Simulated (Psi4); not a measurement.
**SiH4O2 (Si(OH)2H2): MP2/cc-pVDZ (density fitting, density fitting for correlation, sweep point 4)**

What is the vertical singlet–triplet gap of SiH4O2 (Si(OH)2H2) at MP2/cc-pVDZ (density fitting, density fitting for correlation, sweep point 4)? 

The calculation is run with Psi4 1.11.

4 further runs of the same task are left out: 4 set aside as unsound or not needed.

## Step 1: Starting point

The species is SiH4O2 (7 atoms), meant as a singlet with charge 0. As SMILES, `[H][Si]([H])(O)O`. The coordinates come from a GFN2-xTB relaxation. This is one conformer, not always the lowest.

Bond lengths: Si1–O2 1.634 Å, Si1–O4 1.617 Å, O2–H3 0.951 Å, O4–H5 0.954 Å, Si1–H6 1.456 Å, Si1–H7 1.462 Å. Angles: O2–Si1–O4 105.5°, Si1–O2–H3 120.5°, O2–Si1–H6 111.7°, O2–Si1–H7 109.2°, O4–Si1–H6 106.2°, O4–Si1–H7 110.7°, Si1–O4–H5 119.4°, H6–Si1–H7 113.2°.

## Step 2: The energy at MP2/cc-pVDZ (density fitting, density fitting for correlation, sweep point 4)

job.py

```python
import psi4

psi4.set_memory('1600 MB')
psi4.set_num_threads(1)
psi4.set_output_file('psi4.out', False)

mol = psi4.geometry("""
0 1
Si    -0.252250     0.063680    -0.346570
O     -0.197710     0.044490     1.286260
H     -0.995730     0.127050     1.796570
O      1.284180    -0.072860    -0.831830
H      1.933660    -0.433900    -0.234220
H     -0.726770     1.342670    -0.855030
H     -1.045380    -1.071130    -0.815180
symmetry c1
""")

psi4.set_options(dict(basis='cc-pVDZ', puream=True, scf_type='df', num_frozen_docc=7, d_convergence=1e-05, e_convergence=1e-05))

result = psi4.energy('mp2')
print('E =', round(result, 9))
```

Started as:

```console
$ python job.py
```

psi4.out:

```text
[...]
  Running in c1 symmetry.
[...]
  Nuclear repulsion =  122.218765821461602
[...]
  Multiplicity = 1
[...]
  Nalpha       = 17
  Nbeta        = 17
[...]
    Number of basis functions: 66
[...]
   @DF-RHF iter   1:  -440.93629200843418   -6.93204e-01   8.47780e-03 DIIS/ADIIS
[...]
   @DF-RHF iter   6:  -441.06824640487889   -1.61616e-06   5.73676e-06 DIIS
[...]
    Orbital Energies [Eh]
    ---------------------
    Doubly Occupied:
       1A    -68.821615     2A    -20.557337     3A    -20.549106
       4A     -6.165629     5A     -4.273711     6A     -4.272485
       7A     -4.270836     8A     -1.359359     9A     -1.330633
      10A     -0.777717    11A     -0.708970    12A     -0.617837
      13A     -0.578409    14A     -0.543276    15A     -0.518847
      16A     -0.509562    17A     -0.440555
[...]
  @DF-RHF Final Energy:  -441.06824640487889
   => Energetics <=
    Nuclear Repulsion Energy =            122.2187658214616022
    One-Electron Energy =                -853.9827975377523899
    Two-Electron Energy =                 290.6957853114118961
    Total Energy =                       -441.0682464048788916
[...]
 Multipole Moments:
 ------------------------------------------------------------------------------------
     Multipole            Electronic (a.u.)      Nuclear  (a.u.)        Total (a.u.)
 ------------------------------------------------------------------------------------
 L = 1.  Multiply by 2.5417464519 to convert [e a0] to [Debye]
 Dipole X            :          0.8828602           -1.3424591           -0.4595989
 Dipole Y            :         -0.0470338           -0.1081995           -0.1552332
 Dipole Z            :          0.4860532            0.0433564            0.5294095
 Magnitude           :                                                    0.7180550
[...]
```

The script printed:

```text
E = -441.543035962
```

Run time: 1.9 s. Hardware: 1 thread of Intel Xeon Platinum 8375C at 2.90GHz (Ice Lake), shared host; peak memory 0.26 GiB.

## Step 3: The triplet

job.py

```python
import psi4

psi4.set_memory(1600000000)
psi4.set_num_threads(1)
psi4.core.set_output_file('output.dat', False)

mol = psi4.geometry("""
0 3
Si    -0.252250     0.063680    -0.346570
O     -0.197710     0.044490     1.286260
H     -0.995730     0.127050     1.796570
O      1.284180    -0.072860    -0.831830
H      1.933660    -0.433900    -0.234220
H     -0.726770     1.342670    -0.855030
H     -1.045380    -1.071130    -0.815180
units angstrom
symmetry c1
""")

options = {'reference': 'uhf', 'puream': True, 'scf_type': 'df', 'num_frozen_docc': 7, 'd_convergence': 1e-05, 'e_convergence': 1e-05, 'maxiter': 150}
psi4.set_options(options)

e, wfn = psi4.energy("mp2/cc-pVDZ", return_wfn=True)
print(f'total energy {e:.8f} hartree = {e * 27.211386:.5f} eV')
for k, v in sorted(psi4.core.scalar_variables().items()):
    print(f'{k:45s} {v:18.10f}')
```

Started as:

```console
$ python job.py
```

output.dat:

```text
[...]
  Running in c1 symmetry.
[...]
  Nuclear repulsion =  122.218765821461602
[...]
  Multiplicity = 3
[...]
  Nalpha       = 18
  Nbeta        = 16
[...]
    Number of basis functions: 66
[...]
   @DF-UHF iter   1:  -440.60074980422718   -3.57662e-01   8.35671e-03 DIIS/ADIIS
[...]
   @DF-UHF iter  17:  -440.74968317041345   -6.67996e-06   4.87648e-06 DIIS
[...]
   @S^2 Observed:                2.033635067E+00
[...]
    Orbital Energies [Eh]
    ---------------------
    Alpha Occupied:
       1A    -68.838582     2A    -20.578138     3A    -20.570360
       4A     -6.181542     5A     -4.291603     6A     -4.289363
       7A     -4.287195     8A     -1.382827     9A     -1.354116
      10A     -0.817460    11A     -0.723931    12A     -0.689898
      13A     -0.639146    14A     -0.569366    15A     -0.562411
      16A     -0.537848    17A     -0.522820    18A     -0.113647
    Alpha Virtual:
      19A      0.166984    20A      0.178455    21A      0.232687
      22A      0.252857    23A      0.265779    24A      0.371924
      25A      0.412213    26A      0.518369    27A      0.534453
[...]
  @DF-UHF Final Energy:  -440.74968317041345
   => Energetics <=
    Nuclear Repulsion Energy =            122.2187658214616022
    One-Electron Energy =                -853.2000888736470188
    Two-Electron Energy =                 290.2316398817719687
    Total Energy =                       -440.7496831704134479
  UHF NO Occupations:
  HONO-2 :   16  A 1.9880028
  HONO-1 :   17  A 1.0000000
[...]
 Multipole Moments:
 ------------------------------------------------------------------------------------
     Multipole            Electronic (a.u.)      Nuclear  (a.u.)        Total (a.u.)
 ------------------------------------------------------------------------------------
 L = 1.  Multiply by 2.5417464519 to convert [e a0] to [Debye]
 Dipole X            :          1.2672029           -1.3424591           -0.0752562
 Dipole Y            :         -0.2748178           -0.1081995           -0.3830173
 Dipole Z            :          0.1901213            0.0433564            0.2334776
 Magnitude           :                                                    0.4548379
[...]
```

The script printed:

```text
total energy -441.23606084 hartree = -12006.64477 eV
CURRENT CORRELATION ENERGY                         -0.4863776685
CURRENT ENERGY                                   -441.2360608389
CURRENT REFERENCE ENERGY                         -440.7496831704
CUSTOM SCS-MP2 CORRELATION ENERGY                  -0.4730314038
CUSTOM SCS-MP2 TOTAL ENERGY                      -441.2227145742
DD SOLVATION ENERGY                                 0.0000000000
HF KINETIC ENERGY                                 441.1424192601
HF POTENTIAL ENERGY                              -881.8921024305
HF TOTAL ENERGY                                  -440.7496831704
HF VIRIAL RATIO                                     1.9991097295
MP2 CORRELATION ENERGY                             -0.4863776685
MP2 DOUBLES ENERGY                                 -0.4863776685
MP2 OPPOSITE-SPIN CORRELATION ENERGY               -0.3587371319
MP2 SAME-SPIN CORRELATION ENERGY                   -0.1276405366
MP2 SINGLES ENERGY                                 -0.0000000000
MP2 TOTAL ENERGY                                 -441.2360608389
NUCLEAR REPULSION ENERGY                          122.2187658215
ONE-ELECTRON ENERGY                              -853.2000888736
PCM POLARIZATION ENERGY                             0.0000000000
PE ENERGY                                           0.0000000000
SCF ITERATION ENERGY                             -440.7496831704
SCF ITERATIONS                                     17.0000000000
SCF TOTAL ENERGY                                 -440.7496831704
SCS-MP2 CORRELATION ENERGY                         -0.4730314038
SCS-MP2 TOTAL ENERGY                             -441.2227145742
TWO-ELECTRON ENERGY                               290.2316398818
```

Run time: 2 s. Hardware: 1 thread of Intel Xeon Platinum 8375C at 2.90GHz (Ice Lake), shared host; peak memory 0.26 GiB.

## Step 4: Outcome

At MP2/cc-pVDZ (density fitting, density fitting for correlation, sweep point 4), 7 core orbitals frozen:

```
                                                           quantity          value
                                              singlet: total energy  -441.54304 Eh
                       singlet: HOMO energy (Hartree–Fock orbitals)      -11.99 eV
                       singlet: LUMO energy (Hartree–Fock orbitals)        4.56 eV
                     singlet: HOMO–LUMO gap (Hartree–Fock orbitals)       16.55 eV
               singlet: correlation energy (7 core orbitals frozen)     -474.8 mEh
                                              triplet: total energy  -441.23606 Eh
triplet: HOMO energy (Hartree–Fock orbitals) (highest over α and β)       -3.09 eV
               triplet: correlation energy (7 core orbitals frozen)     -486.4 mEh
                         triplet: ⟨S²⟩ of the reference determinant          2.034
                   vertical energy of the triplet above the singlet       8.353 eV
```

**Reading.** At this shape the triplet lies 8.35 eV (193 kcal/mol) above the singlet.
